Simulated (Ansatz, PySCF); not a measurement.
Potential energy curve for C2H3Cl, SMILES C=CCl. The C2–Cl6 bond (C2 also carries C, H; Cl6 carries nothing else) is stretched with both fragments frozen at the PBE0/def2-TZVP optimised geometry.

- UHF/def2-TZVP (PySCF)
- RHF/def2-TZVP (PySCF)
- UKS-B3LYP = unrestricted B3LYP/def2-TZVP (PySCF 2.14.0)
- RKS-B3LYP = restricted B3LYP/def2-TZVP (PySCF)
- UKS-PBE0 = unrestricted PBE0/def2-TZVP (PySCF)
- RKS-PBE0 = restricted PBE0/def2-TZVP run with PySCF
- UKS-PBE = unrestricted PBE/def2-TZVP in Ansatz (a first-principles code)
- RKS-PBE = restricted PBE/def2-TZVP run with Ansatz

Scanned distances (Å): 1.38, 1.48, 1.56, 1.61, 1.66, 1.72, 1.78, 1.84, 1.88, 1.98, 2.15, 2.30, 2.61, 2.86, 3.09, 3.45, 3.77, 4.18, 4.59, 5.20.

Q: Where does the unrestricted solution first break spin symmetry (<S²> of 0.01 or more)?

A: UHF: already at 1.38 Å; UKS-B3LYP: between 2.61 and 2.86 Å; UKS-PBE0: between 2.30 and 2.61 Å; UKS-PBE: at none of the points with a result.

| R / Å | <S²> UHF | E(RHF) − E(UHF) / kJ/mol | <S²> UKS-B3LYP | E(RKS-B3LYP) − E(UKS-B3LYP) / kJ/mol | <S²> UKS-PBE0 | E(RKS-PBE0) − E(UKS-PBE0) / kJ/mol | <S²> UKS-PBE | E(RKS-PBE) − E(UKS-PBE) / kJ/mol |
|---|---|---|---|---|---|---|---|---|
| 1.38 | 0.02 | 0.0 | 0.00 | 0.0 | 0.00 | 0.0 | 0.00 | 0.0 |
| 1.48 | 0.00 | 0.0 | 0.00 | 0.0 | 0.00 | 0.0 | 0.00 | 0.0 |
| 1.56 | 0.00 | 0.0 | 0.00 | 0.0 | 0.00 | 0.0 | 0.00 | 0.0 |
| 1.61 | 0.00 | 0.0 | 0.00 | 0.0 | 0.00 | 0.0 | 0.00 | 0.0 |
| 1.66 | 0.00 | 0.0 | 0.00 | 0.0 | 0.00 | 0.0 | 0.00 | 0.0 |
| 1.72 | 0.00 | 0.0 | 0.00 | 0.0 | 0.00 | 0.0 | 0.00 | 0.0 |
| 1.78 | 0.00 | 0.0 | 0.00 | 0.0 | 0.00 | 0.0 | 0.00 | 0.0 |
| 1.84 | 0.00 | 0.0 | 0.00 | 0.0 | 0.00 | 0.0 | 0.00 | 0.0 |
| 1.88 | 0.00 | 0.0 | 0.00 | 0.0 | 0.00 | 0.0 | 0.00 | 0.0 |
| 1.98 | 0.00 | 0.0 | 0.00 | 0.0 | 0.00 | 0.0 | 0.00 | 0.0 |
| 2.15 | 0.08 | 0.3 | 0.00 | 0.0 | 0.00 | 0.0 | 0.00 | 0.0 |
| 2.30 | 0.48 | 11.5 | 0.00 | 0.0 | 0.00 | 0.0 | 0.00 | 0.0 |
| 2.61 | 0.96 | 81.6 | 0.00 | 0.0 | 0.04 | 0.1 | 0.00 | 0.0 |
| 2.86 | 1.11 | 148.7 | 0.36 | 7.7 | 0.46 | 14.5 | — | — |
| 3.09 | 1.17 | 205.5 | 0.59 | 25.3 | 0.67 | 37.1 | — | — |
| 3.45 | 1.21 | 279.6 | 0.78 | 55.0 | 0.84 | 72.5 | — | — |
| 3.77 | 1.22 | 331.4 | 0.86 | 77.3 | 0.92 | 98.7 | 0.74 | — |
| 4.18 | 1.23 | 382.3 | 0.93 | 98.9 | 0.98 | 124.1 | 0.81 | — |
| 4.59 | 1.23 | 420.4 | 0.96 | 114.0 | 1.00 | 141.9 | 0.84 | — |
| 5.20 | 1.23 | 460.3 | 0.99 | 128.3 | 1.02 | 158.7 | 0.87 | — |

Dashes: no converged value, or the column stops at the first point that the program doubted or that broke a chosen test of continuity, which isn't proof of a fault.
